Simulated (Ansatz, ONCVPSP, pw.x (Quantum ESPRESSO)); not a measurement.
**C: does the ONCV potential hold in the solid?**

- Element: carbon (C)
- Generator: ONCVPSP 4.0.1.1 (patched build)
- Type: optimised norm-conserving Vanderbilt (ONCV)
- Functional: PBE
- Relativity: scalar-relativistic
- Frozen core: [He]
- Valence charge: 4
- Reference configuration: 2s2 2p1 (charge +1)
- Partial waves: 2s: rc 1.05 bohr, ncon 4, nbas 9, qcut 7.5 1/bohr, 2 projectors, debl 2.6 Ha; 2p: rc 2.65 bohr, ncon 3, nbas 7, qcut 4.5 1/bohr, 1 projector; d scattering state at 0.25 Ha: rc 2.85 bohr, ncon 4, nbas 8, qcut 3.3 1/bohr, 2 projectors, debl 3.6 Ha
- Local potential: polynomial inside 0.65 bohr (lpopt 5, dvloc0 2 Ha)
- Core correction: Teter function, fcfact 2.5, rcfact 1.15

Atomic tests: cutoffs needed: 21 Ha and 27 Ha (the cutoffs (Ha) at which the residual kinetic energy of the hardest occupied pseudo-wave falls to 1 and 0.1 mHa per electron); ghost test: no bound ghost flagged; GHOST(+) flagged for p at 5.9 eV, s at 306.1 eV, d at 352.5 eV; largest excitation error: +1241 meV (all-electron minus pseudo) for 2s1 2p0, out of 4 test configurations.

Crystal test: diamond C in pw.x 7.5, no spin, 13³ k-points, Fermi–Dirac smearing 0.01 Ry, cutoffs 65/260 Ry. The reference is all-electron LAPW (Ansatz 0.2.0) with the same functional, mesh and smearing; V0 and B0 come from Birch–Murnaghan fits to the pressures at five volumes. Errors are pseudo minus all-electron; Δ is the rms difference of the E(V) curves that follow from these fits, minima aligned, over ±6 % about the mean V0. Mesh and smearing are coarse, so the numbers serve the comparison and aren't converged zero-temperature values; the lattice is a test structure that the element need not adopt.

All-electron: a0 = 3.572 Å (V0 = 5.69 Å³/atom), B0 = 433.5 GPa.

Task: How far does the potential miss the all-electron equation of state?

Result: converged, but broken (pressure over 100 GPa off). The pressure does not cross zero within the volumes sampled, so no fit is given. The largest radius (2.85 bohr) exceeds half the bond length (1.46 bohr), so the spheres overlap, which is one possible source of error among others. The generator flags a localised state at positive energy (p at 6 eV). The pseudo pressure rises with volume over the whole range, a mechanical instability. A pressure error of this size marks a broken potential; the numbers have no physical meaning.

```json
{"V (Å³/atom)": "5.386", "P all-electron (GPa)": "26.82", "P pseudo (GPa)": "-396.01"}
{"V (Å³/atom)": "5.527", "P all-electron (GPa)": "13.67", "P pseudo (GPa)": "-376.80"}
{"V (Å³/atom)": "5.669", "P all-electron (GPa)": "1.97", "P pseudo (GPa)": "-358.00"}
{"V (Å³/atom)": "5.811", "P all-electron (GPa)": "-8.43", "P pseudo (GPa)": "-339.70"}
{"V (Å³/atom)": "5.952", "P all-electron (GPa)": "-17.68", "P pseudo (GPa)": "-322.10"}
```

Task: At the middle volume, how do free energy and pressure move when the wave cutoff is lowered (ecutrho kept at four times it)?

Result:

```json
{"cutoff (Ry)": "29", "shift of F (meV/atom)": "+708.4", "shift of P (GPa)": "+56.82"}
{"cutoff (Ry)": "39", "shift of F (meV/atom)": "+359.5", "shift of P (GPa)": "+39.20"}
{"cutoff (Ry)": "52", "shift of F (meV/atom)": "+125.6", "shift of P (GPa)": "+14.47"}
```

The run at the middle volume (84 k-points, 9 iterations) took about 20 s on one core of a shared host (Neoverse-N1, 64 threads, 124 GiB, load 51).
